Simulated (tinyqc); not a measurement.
Inside a calculation. Method: Pariser-Parr-Pople SCF with singles CI, for the molecule C=C1C=CC=C1 (SMILES; centres numbered as the heavy atoms are written). One step of it, computed by the program tinyqc.

Task: Iteration 1: Fock matrix. F_rr = H_rr + P_rr gamma_rr / 2 + sum_(s != r) P_ss gamma_rs; F_rs = H_rs - P_rs gamma_rs / 2; E = tr P (H + F) / 2 + core repulsion sum_(r<s) z_r z_s gamma_rs.

P at the start, order 1C, 2C, 3C, 4C, 5C, 6C:
$$\begin{pmatrix}
0.622291 & 0.758634 & 0.212348 & -0.309538 & -0.309538 & 0.212348 \\
0.758634 & 1.046987 & 0.449096 & -0.097190 & -0.097190 & 0.449096 \\
0.212348 & 0.449096 & 1.092331 & 0.777936 & -0.116491 & -0.354882 \\
-0.309538 & -0.097190 & 0.777936 & 1.073030 & 0.520243 & -0.116491 \\
-0.309538 & -0.097190 & -0.116491 & 0.520243 & 1.073030 & 0.777936 \\
0.212348 & 0.449096 & -0.354882 & -0.116491 & 0.777936 & 1.092331
\end{pmatrix}$$

core matrix H (eV), order 1C, 2C, 3C, 4C, 5C, 6C:
$$\begin{pmatrix}
-29.878213 & -2.540000 & 0.000000 & 0.000000 & 0.000000 & 0.000000 \\
-2.540000 & -35.696417 & -2.540000 & 0.000000 & 0.000000 & -2.540000 \\
0.000000 & -2.540000 & -33.990474 & -2.540000 & 0.000000 & 0.000000 \\
0.000000 & 0.000000 & -2.540000 & -33.055922 & -2.540000 & 0.000000 \\
0.000000 & 0.000000 & 0.000000 & -2.540000 & -33.055922 & -2.540000 \\
0.000000 & -2.540000 & 0.000000 & 0.000000 & -2.540000 & -33.990474
\end{pmatrix}$$

repulsion gamma_rs (eV), order 1C, 2C, 3C, 4C, 5C, 6C:
$$\begin{pmatrix}
12.610000 & 5.664863 & 3.959208 & 3.022467 & 3.022467 & 3.959208 \\
5.664863 & 12.610000 & 5.664053 & 4.226723 & 4.226723 & 5.664053 \\
3.959208 & 5.664053 & 12.610000 & 5.665620 & 4.226249 & 4.225344 \\
3.022467 & 4.226723 & 5.665620 & 12.610000 & 5.664863 & 4.226249 \\
3.022467 & 4.226723 & 4.226249 & 5.664863 & 12.610000 & 5.665620 \\
3.959208 & 5.664053 & 4.225344 & 4.226249 & 5.665620 & 12.610000
\end{pmatrix}$$

Centres (angstrom, eV; a flat drawing with bonds scaled to 1.40 angstrom):
```
centre          x          y  core charge z          W   gamma_rr
1C       2.159000   0.000000              1  10.250000  12.610000
2C       0.759000   0.000000              1  10.250000  12.610000
3C      -0.064000   1.133000              1  10.250000  12.610000
4C      -1.395000   0.700000              1  10.250000  12.610000
5C      -1.395000  -0.700000              1  10.250000  12.610000
6C      -0.064000  -1.133000              1  10.250000  12.610000
```

Give: F; pi energy.

Result:

F (eV), order 1C, 2C, 3C, 4C, 5C, 6C:
$$\begin{pmatrix}
-4.888 & -4.689 & -0.420 & 0.468 & 0.468 & -0.420 \\
-4.689 & -4.125 & -3.812 & 0.205 & 0.205 & -3.812 \\
-0.420 & -3.812 & -3.480 & -4.744 & 0.246 & 0.750 \\
0.468 & 0.205 & -4.744 & -3.101 & -4.014 & 0.246 \\
0.468 & 0.205 & 0.246 & -4.014 & -3.101 & -4.744 \\
-0.420 & -3.812 & 0.750 & 0.246 & -4.744 & -3.480
\end{pmatrix}$$

pi energy = -69.069 eV
